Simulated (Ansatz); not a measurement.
## Ligand exchange: LiCl + NaSH → LiSH + NaCl

Species: LiCl, singlet; NaSH `[Na][SH]`, singlet; LiSH `[Li][SH]`, singlet; NaCl, singlet. The partners trade Cl for SH: Li–Cl and Na–SH bonds give way to Li–SH and Na–Cl.

Shapes, held fixed at every level: PBE0-D4/def2-TZVP. Programs: Ansatz 0.2.0. The zero-point and thermal change to 298 K, harmonic and unscaled (PBE0-D4/def2-TZVP), is -0.1 kJ/mol.

Q: Estimate ΔH(298 K) of this reaction.

A: The highest level, CCSD(T)/def2-TZVPP, gives ΔH(298 K) = +6.2 kJ/mol; the levels span +3.0 to +10.5. The column of differences is taken from that level and isn't an error. No measured value is set beside it here. Correlated rows may include outer-core shells of Li, Na, which these sets cover unevenly.

```tsv
level	kind	ΔH(298 K) (kJ/mol)	less CCSD(T)/def2-TZVPP
HF/def2-TZVPP	Hartree–Fock	+3.0	-3.2
SPW92/def2-TZVPP	LDA	+10.4	+4.2
PBE-D4/def2-TZVPP	GGA	+10.5	+4.3
PBE0-D4/def2-TZVPP	global hybrid	+7.7	+1.5
MP2/def2-TZVPP	perturbation theory	+6.2	0.0
CCSD/def2-TZVPP	coupled cluster or CI	+5.6	-0.6
CCSD(T)/def2-TZVPP	coupled cluster or CI	+6.2	0.0
```
